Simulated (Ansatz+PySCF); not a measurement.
# triplet SiH₂: levels of theory in one basis

```xyz
3

Si    0.0000    0.0000    0.1119
H     0.0000    1.3148   -0.6726
H     0.0000   -1.3148   -0.6726
```

Basis set: cc-pVTZ on H; cc-pV(T+d)Z on Si (spherical functions). Correlated methods keep 5 orbitals frozen. Correlation on ROHF uses semicanonical orbitals with singles. Charge 0, multiplicity 3.

Computed with Ansatz (development build ahead of 0.2.0) and PySCF 2.14.0; each method stands on the lowest determinant of its kind that the runs found.

```csv
method,E − E(ROHF) (eV),<S²> of the determinant
ROHF,0.00,2.00
UHF,-0.05,2.01
ROHF-MP2,-2.50,–
UHF-MP2,-2.50,2.01
ROHF-CCSD(T),-3.21,–
UHF-CCSD(T),-3.21,2.01
```

What does UHF-CCSD give on the same scale?

-3.12 eV.

Caution: another spin multiplicity may lie lower.
